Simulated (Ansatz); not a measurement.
## AlH4PSi, SMILES [AlH]1[SiH2][PH]1: a single point in a Gaussian basis, step by step

With Ansatz 0.2.0, Python API.

The cells in order, each with its output:

In [1]:
```python
import ansatz as az
```

In [2]:
```python
SETTINGS = {
    'basis': 'pcseg-2',
    'xc': 'BLYP',
    'dispersion': 'd3bj',
}
```

In [3]:
```python
geometry_ang = [
    ('Al', [-1.1652, -0.5999, -0.5214]),
    ('Si', [0.3571, 0.8982, 0.464]),
    ('P', [0.6089, -1.2453, 0.738]),
    ('H', [-2.4041, -0.8398, -1.4665]),
    ('H', [1.3313, 1.5109, -0.4713]),
    ('H', [-0.1536, 1.6289, 1.6429]),
    ('H', [1.4869, -1.4209, -0.4314]),
]
molecule = az.Crystal.molecule()
for symbol, xyz in geometry_ang:
    molecule = molecule.atom(symbol, xyz)
```

In [4]:
```python
base = (
    molecule.calculation()
    .basis(gaussian=SETTINGS['basis'])
    .functional(SETTINGS['xc'], dispersion=SETTINGS['dispersion'])
)
print(base.to_yaml())
res = base.run()
data = res.report
```
```text
crystal:
  periodic: [false, false, false]
  atoms:
    - { symbol: Al, position_ang: [-1.1652, -0.5999, -0.5214] }
    - { symbol: Si, position_ang: [0.3571, 0.8982, 0.464] }
    - { symbol: P, position_ang: [0.6089, -1.2453, 0.738] }
    - { symbol: H, position_ang: [-2.4041, -0.8398, -1.4665] }
    - { symbol: H, position_ang: [1.3313, 1.5109, -0.4713] }
    - { symbol: H, position_ang: [-0.1536, 1.6289, 1.6429] }
    - { symbol: H, position_ang: [1.4869, -1.4209, -0.4314] }
basis:
  gaussian:
    orbitals: pcseg-2
hamiltonian:
  xc: blyp
  dispersion: d3bj
```

In [5]:
```python
data['n_occupied'], data['n_virtual']
```
Out [5]:
```text
([23, 23], [135, 135])
```

In [6]:
```python
print('reference energy %16.6f eV' % data['reference_energy_ev'])
print('total energy     %16.6f eV' % data['free_energy_ev'])
print('occupied (up, down):', data['n_occupied'], ' virtual:', data['n_virtual'], ' frozen:', data['n_frozen'])
```
```text
reference energy    -23828.218180 eV
total energy        -23828.621657 eV
occupied (up, down): [23, 23]  virtual: [135, 135]  frozen: 0
```

Reading the output:
- Total energies depend on the basis set; only differences at equal settings carry meaning.
- The geometry is a force-field or estimated start, not a minimum of this method, and the basis set is short of its limit.
- Total less reference energy is the dispersion correction.
- Run time: 4.6 s on 1 thread of Arm Neoverse V2, on a shared host, peak memory 0.23 GiB.

(Lines on the test bed's own set-up are left out of the output.)
